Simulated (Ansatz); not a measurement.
One change: `C=CC(C)=N` becomes `COC(C)=N`.

Ansatz, PBE0-D4/def2-TZVP geometries, multiplicity 1. Each molecule was computed in one conformer, which needn't be the lowest.

```csv
property,`C=CC(C)=N`
HOMO–LUMO gap (ωB97M-V/def2-TZVPP) / eV,10.83
LUMO energy (B3LYP/def2-TZVPP) / eV,-1.39
HOMO energy (PBE0/def2-TZVPP) / eV,-7.47
HOMO–LUMO gap (PBE/def2-TZVPP) / eV,3.81
LUMO energy (PBE0/def2-TZVPP) / eV,-1.16
size of the dipole moment (ωB97M-V/def2-TZVPP) / D,2.37
```

Q: What does the change do to each property? (Estimate.)

A: Computed: 
```json
{"property": "HOMO–LUMO gap (ωB97M-V/def2-TZVPP) / eV", "`COC(C)=N`": "12.60", "shift": "1.77"}
{"property": "LUMO energy (B3LYP/def2-TZVPP) / eV", "`COC(C)=N`": "0.58", "shift": "1.97"}
{"property": "HOMO energy (PBE0/def2-TZVPP) / eV", "`COC(C)=N`": "-7.68", "shift": "-0.21"}
{"property": "HOMO–LUMO gap (PBE/def2-TZVPP) / eV", "`COC(C)=N`": "5.96", "shift": "2.15"}
{"property": "LUMO energy (PBE0/def2-TZVPP) / eV", "`COC(C)=N`": "0.87", "shift": "2.03"}
{"property": "size of the dipole moment (ωB97M-V/def2-TZVPP) / D", "`COC(C)=N`": "1.32", "shift": "-1.05"}
```

With PBE0 the HOMO falls by 0.21 eV and the LUMO rises by 2.03 eV, so the gap widens by about 2.24 eV. PBE moves the HOMO by -0.23 eV and ωB97M-V by -0.17 eV. Dipoles are sizes alone; their direction can turn.

B3LYP here is the variant with VWN-RPA as its local correlation; programs differ in this.
